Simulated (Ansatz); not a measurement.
Input file:

```yaml
crystal:
  periodic: [false, false, false]
  atoms:
    - {symbol: Si, position_ang: [0.000000, -0.126318, 0.517390]}
    - {symbol: C, position_ang: [0.000000, 0.033135, -1.315595]}
    - {symbol: H, position_ang: [0.000000, 3.124934, 1.260074]}
basis:
  gaussian: {orbitals: 6-31G}
magnetization: {spin_polarized: false, initial_magnetization: 3}
correlation: {method: fic_mrcisd_q, electrons: outside_noble_gas, active_space: {window: {electrons: 9, orbitals: 9}, shells: [{species: C, l: s, shell: 2}, {species: C, l: p, shell: 2}, {species: H, l: s, shell: 1}, {species: Si, l: s, shell: 3}, {species: Si, l: p, shell: 3}]}}
```

```sh
$ ansatz run in.yaml --threads 1 --pin off --events-out ev --progress --plain --max-ram 2393MiB
```

The program prints:

```
508 factors; integrals over basis functions are off by at most 6.7e-8 eV
mean field evaluation 1: about -8896.1736 eV, gradient 8.7e0 eV
mean field evaluation 2: about -8896.1761 eV, gradient 8.7e0 eV
mean field evaluation 4: about -8898.5255 eV, gradient 4.6e0 eV
mean field evaluation 8: about -8899.1357 eV, gradient 8.7e-1 eV
mean field evaluation 16: about -8899.1936 eV, gradient 1.0e-5 eV
mean field evaluation 32: about -8899.1992 eV, gradient 2.1e-2 eV
mean field evaluation 64: about -8894.9261 eV, gradient 2.1e-6 eV
mean field evaluation 96: about -8896.8699 eV, gradient 1.6e0 eV
mean field evaluation 128: about -8899.2083 eV, gradient 1.1e-2 eV
mean field evaluation 160: about -8899.1936 eV, gradient 6.0e-5 eV
mean field evaluation 192: about -8899.1532 eV, gradient 5.7e-1 eV
mean field -8899.20839245 eV, -327.0398763226 hartree, gradient 1.7e-6 eV, S^2 3.750000; 17 other end points of the search recorded, 0 dependent functions left out
reference -8899.20839245 eV, -327.0398763226 hartree; 12, 9 occupied and 12, 15 virtual orbitals, 508 factors
state -8902.22850090 eV, -327.1508632610 hartree
contracted CI cycle   1: correlation 0.00000000 eV, 0.0000000000 hartree, residual 6.91e0 eV
contracted CI cycle   2: correlation -0.98833467 eV, -0.0363206292 hartree, residual 1.50e0 eV
contracted CI cycle   3: correlation -1.03203208 eV, -0.0379264795 hartree, residual 3.39e-1 eV
contracted CI cycle   4: correlation -1.03426654 eV, -0.0380085944 hartree, residual 8.36e-2 eV
contracted CI cycle   5: correlation -1.03440356 eV, -0.0380136298 hartree, residual 1.96e-2 eV
contracted CI cycle   6: correlation -1.03441151 eV, -0.0380139219 hartree, residual 5.08e-3 eV
contracted CI cycle   7: correlation -1.03441201 eV, -0.0380139402 hartree, residual 1.24e-3 eV
state -8902.22850090 eV, -327.1508632610 hartree; corrected -8903.28970746 eV, -327.1898618825 hartree
Total energy: -8903.28970746 eV, -327.1898618825 hartree
Checks for a lower state left out: starts, orbital_swaps
```

For the same geometry and basis full CI lies 12.1 meV lower.

Ran on 1 thread of AMD EPYC 9R14, shared host: 2.8 s wall, 0.33 GiB peak host memory.
